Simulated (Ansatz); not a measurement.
**CS₂ (singlet): wave-function methods side by side, 6-31G***

An exercise on one series of results from a longer session: the logs are not shown, and one member is left open.

Program: Ansatz 0.2.0, Gaussian basis. Level of theory: 6-31G*, core rule «outside noble gas», up to 11 orbitals frozen. These are calculated values, not measurements.

To be run: UHF; CCSD(T) on RHF; BCCD(T) on RHF; CISD; CCSDT(Q) on RHF; CASSCF and MRCISD+Q, 16 electrons in 12 orbitals; CASSCF and NEVPT4(SD), 16 electrons in 12 orbitals; CASSCF and NEVPT2, 16 electrons in 12 orbitals.

18 further runs of the same task are left out: 1 that didn't finish, 17 set aside as unsound or not needed.

## The geometry

The geometry is an MP2(full)/6-31G* stationary point (not a proven minimum).

3 atoms, charge 0, spin multiplicity 1.

Atoms are counted from 1 here; the program's logs count them from 0.

Bond lengths: S1–C2 1.561 Å, C2–S3 1.561 Å. Angles: S1–C2–S3 180.0°.

The first run:

The input, in.yaml:

```yaml
crystal:
  periodic: [false, false, false]
  atoms:
    - {symbol: S, position_ang: [0.000000, 0.000000, 1.561117]}
    - {symbol: C, position_ang: [0.000000, 0.000000, 0.000000]}
    - {symbol: S, position_ang: [0.000000, 0.000000, -1.561117]}
basis:
  gaussian: {orbitals: "6-31G*"}
magnetization: {spin_polarized: true, initial_magnetization: 0}
hamiltonian: {xc: hf}
output: {orbitals: {seedname: orbitals}}
```

On the command line:

```
$ ansatz run in.yaml --threads 1 --pin off --events-out ev --progress --plain --max-ram 4096MiB --backend cpu
```

Among the steps run: UHF; CCSD(T) on RHF; BCCD(T) on RHF; CISD; CCSDT(Q) on RHF; CASSCF and MRCISD+Q, 16 electrons in 12 orbitals; CASSCF and NEVPT4(SD), 16 electrons in 12 orbitals; CASSCF and NEVPT2, 16 electrons in 12 orbitals.

One table of the session follows, with a row left open; its other results are not shown here.

```
            method  from RCCSDT(Q) (meV)
               RHF                     ?
              RMP2               +1043.3
              CISD               +1938.2
             RCCSD                +704.4
          RCCSD(T)                 +71.7
           BCCD(T)                 +63.4
            RCCSDT                 +46.9
         RCCSDT(Q)                     0
    CASSCF valence               +7570.4
    NEVPT2 valence               +1537.2
NEVPT4(SD) valence                +157.8
    MRCISD valence                +755.7
  MRCISD+Q valence                 +93.0
```

**Question.** Estimate the row for RHF.

The run gave: from RCCSDT(Q) (meV): +11417.1. In the column «from RCCSDT(Q) (meV)» it is the highest.
